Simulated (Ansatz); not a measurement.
[Br···H···Si], triplet: transfer scan

Starting geometry:

```xyz
3

Br    0.0000    0.0000   -1.6789
H     0.0000    0.0000   -0.2583
Si    0.0000    0.0000    1.9371
```

From there H2 is moved from one fragment to the other while all else, the fragments' distance too, stays fixed; atoms are numbered as listed. Energies are in kcal/mol, counted from the starting geometry at the same level.

Basis cc-pVDZ; Ansatz 0.2.0. Correlated methods freeze the noble-gas cores and the filled d shells of p-block atoms. Prefix R: restricted or restricted open-shell reference; prefix U: unrestricted. No spin–orbit coupling is included, and no scalar relativity.

Full CI isn't at hand for all of this; RCCSDTQ serves as the reference, and is uncertain by about the last step of the cluster series. The frozen core follows each run's orbitals, which can shift R against U totals by a few meV for light atoms and by up to 0.1 eV past Ca.

```csv
distance Br1-H2 (Å),RCCSDTQ,error RMP2,error UMP2,error RCCSD,error UCCSD,error RCCSD(T),error UCCSDT(Q)
1.421,0.0,0.0,0.0,0.0,0.0,0.0,0.0
1.529,1.0,0.2,0.3,0.3,0.3,0.1,0.0
1.744,7.9,0.5,1.7,0.9,0.8,0.2,0.0
1.960,11.5,2.1,2.7,0.6,0.5,0.2,0.0
2.176,17.1,2.2,2.7,-0.1,-0.1,0.1,0.0
```

Errors are those of relative energies. In total energy the starting point itself misses RCCSDTQ by: RMP2 23.6, UMP2 23.5, RCCSD 3.0, UCCSD 3.0, RCCSD(T) 0.6, UCCSDT(Q) 0.0 kcal/mol.

Spread of the error over the points with a reference, to 2.176 Å (largest less smallest): UCCSDT(Q) 0.0, RCCSD(T) 0.2, UCCSD 0.9, RCCSD 1.0, RMP2 2.2, UMP2 2.7 kcal/mol.
